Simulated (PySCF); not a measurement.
Simulated C 1s region for `F[C@H]1C=CCC1`, binding energy against the vacuum level.

Every computed line was given a Gaussian of 0.4 eV full width at half maximum and an area set by the number of equivalent atoms; the highest printed point is 100. Method: delta-SCF UKS SCAN, pcX-2 on the ionised atom, pcseg-1 elsewhere, spin-free X2C in PySCF.

binding energy (eV), intensity and a bar:
```
    289.7          0 
    289.8          1 
    289.9          3 #
    290.0         11 ###
    290.1         26 ########
    290.2         47 ##############
    290.3         64 ###################
    290.4         75 #######################
    290.5         82 #########################
    290.6         89 ###########################
    290.7         98 #############################
    290.8        100 ##############################
    290.9         87 ##########################
    291.0         60 ##################
    291.1         31 #########
    291.2         12 ####
    291.3          3 #
    291.4          1 
    291.5          0 
    291.6          0 
    291.7          0 
    291.8          0 
    291.9          0 
    292.0          0 
    292.1          0 
    292.2          0 
    292.3          1 
    292.4          3 #
    292.5         10 ###
    292.6         23 #######
    292.7         39 ############
    292.8         46 ##############
    292.9         39 ############
    293.0         23 #######
    293.1         10 ###
    293.2          3 #
    293.3          1 
    293.4          0
```

Q: Count the maxima, the lines and the sites behind this envelope.

A: The curve has 2 maxima (at 290.8 and 292.8 eV). Under it lie 5 lines from 5 inequivalent carbon sites. At this width some lines have no maximum of their own.

Q: Decompose the envelope and assign each component. Numbering: `[F:1][C@H:2]1[CH:3]=[CH:4][CH2:5][CH2:6]1`.

A: 
| position (eV) | relative area | line | atoms | environment |
| --- | --- | --- | --- | --- |
| 290.29 | 1 | C 1s | C3 | alkene CH carbon |
| 290.54 | 1 | C 1s | C4 | alkene CH carbon |
| 290.78 | 1 | C 1s | C6 | ring CH2 carbon |
| 290.90 | 1 | C 1s | C5 | allylic carbon |
| 292.80 | 1 | C 1s | C2 | sp3 C–F carbon |

Q: What are the centre and the root-mean-square width of the whole band?

A: The area-weighted mean of the lines is 291.06 eV. Their own spread about it is 0.89 eV (rms) and each Gaussian has σ = 0.4/2.355 = 0.17 eV; the variances add, which gives 0.91 eV.

The listed C 1s values span 2.51 eV, from C3 (bonded to C (double bond), C and H) to C2 (bonded to F, 2 C and H). The widest gap between neighbouring values is 1.90 eV, between 290.90 and 292.80 eV.

Shake-up satellites, vibrational structure and lifetime widths aren't simulated. The structure is a single GFN2-xTB conformer in the gas phase; no vibrational or solvent corrections.

On x86-64 server, one thread (shared host), this took 58 s.
